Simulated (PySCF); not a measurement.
Gas-phase reaction: 2 SiCl₂F₂ + 2 Cl = 2 SiCl₃F + F₂

Method: PySCF energies (xtb for GFN2) plus ideal-gas RRHO corrections (1 bar). † marks an energy on the PBE0/def2-TZVP geometry and frequencies; other levels use their own. CCSD(T) freezes the core. 6-31G* has spherical d functions here. Open shells (unrestricted): Cl (multiplicity 2, electronic degeneracy 6); the rest are closed-shell singlets. GFN2 has no spin-polarisation term. Spin-orbit splitting is ignored; it lowers the true energy and changes the entropy of Cl. B3LYP is the form with VWN-RPA correlation. CCSD(T) isn't extrapolated to the basis-set limit; its ΔH°(298 K) is 238.2 kJ in def2-SVP and 243.9 kJ in def2-TZVPP. The harmonic model lacks anharmonicity and excited electronic states, which grow with temperature; levels with a mode under 35 cm⁻¹ are left out.

| level | ΔE electronic, kJ | ΔH°(298 K), kJ | ΔS°(298 K), J/K | ΔG°(1800 K), kJ |
|---|---|---|---|---|
| B3LYP/6-31G* | 241 | 239 | -117 | 455 |
| CCSD(T)/def2-SVP† | 240 | 238 | -117 | 455 |
| GFN2-xTB | 129 | 125 | -115 | 336 |
| PBE0/def2-QZVP† | 216 | 215 | -117 | 432 |
| PBE0/def2-SVP† | 183 | 181 | -117 | 398 |
| PBE0/def2-TZVP | 209 | 207 | -117 | 425 |
| r2SCAN/def2-TZVP† | 209 | 207 | -117 | 425 |
| LDA/def2-TZVP† | 111 | 109 | -117 | 327 |
| ωB97X-V/def2-TZVP† | 212 | 210 | -117 | 428 |
ΔH° is lowest at LDA/def2-TZVP† and highest at B3LYP/6-31G*. No reference value is set beside these.
